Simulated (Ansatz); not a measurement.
C2H3N, SMILES C1=CN1, an active-space calculation

With Ansatz 0.2.0 through its Python package.

At the Python prompt:
```pycon
>>> import ansatz as az
>>> BASIS_SET = 'cc-pVDZ'
>>> geometry_ang = [
...     ('C', (-0.7189, 0.1607, -0.3364)),
...     ('C', (0.5279, 0.1759, -0.6492)),
...     ('N', (0.0913, 0.7816, 0.4825)),
...     ('H', (-1.2657, -0.6793, -0.1487)),
...     ('H', (1.1015, -0.7476, -0.7264)),
...     ('H', (0.3059, 0.2447, 1.3319)),
... ]
>>> geometry = az.Crystal.molecule()
>>> for symbol, xyz in geometry_ang:
...     geometry = geometry.atom(symbol, xyz)
...
>>> base = geometry.calculation().basis(gaussian=BASIS_SET).correlation(active_electrons=4, active_orbitals=5)
>>> for method in ['sc_nevpt2']:
...     rep = (base if method is None else base.correlation(method)).run(threads=1, backend='cpu').report
...     space = rep['configurations']
...     state = space['states'][0]
...     print(method or 'casscf', f'total {rep["free_energy_ev"] / 27.211386246:.6f} Ha, active-space state {state["energy"]["hartree"]:.6f} Ha, mean field {rep["reference_energy_ev"] / 27.211386246:.6f} Ha')
...     print('  determinants', state['n_determinants'], ' natural occupations', [round(n, 3) for n in space['natural_occupations']])
...
sc_nevpt2 total -132.135003 Ha, active-space state -131.785923 Ha, mean field -131.706231 Ha
  determinants 100  natural occupations [1.977, 1.813, 0.186, 0.02, 0.004]
>>> print('effectively unpaired electrons, sum of min(n, 2 - n):', round(sum(min(n, 2 - n) for n in space['natural_occupations']), 3))
effectively unpaired electrons, sum of min(n, 2 - n): 0.42
```

Notes:
- Total energies depend on the basis set; only differences at equal settings carry meaning.
- The geometry is a force-field or estimated start, not a minimum of this method, and the basis set is short of its limit. The active space starts as a window about the frontier orbitals and is then optimised, not chosen by chemistry.
- Wall time of the script: 2.4 s on 1 thread of Arm Neoverse V1, on a shared host, peak memory 0.16 GiB.
